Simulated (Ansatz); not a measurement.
Basis-set extrapolation for `FCOCCCl` (PBE0-D4/def2-TZVP geometry, frozen core, Ansatz 0.2.0). Multiplicity 1, RHF reference.

```tsv
	def2-TZVPP	def2-QZVPP
HF	-751.022871	-751.048923
MP2 correlation	-1.184502	-1.280561
CCSD(T) correlation	-1.277024	not run
```

Energies in hartree. Use E(X) = E(∞) + A·exp(−7.88·√X) for Hartree–Fock and E(X) = E(∞) + B·X^(−2.97) for correlation, with X = 3 and 4, and add CCSD(T) minus MP2 of the smaller set to the MP2 limit.

What is the CCSD(T) energy at the basis-set limit?

HF limit: -751.048923 + (-0.026052) × 0.13774 = -751.05251. MP2 limit: -1.280561 + (-0.096059) × 0.74074 = -1.35172. Higher-order term: -1.277024 − (-1.184502) = -0.09252. Total: -752.49675 hartree, 5.36 eV below CCSD(T)/def2-TZVPP.
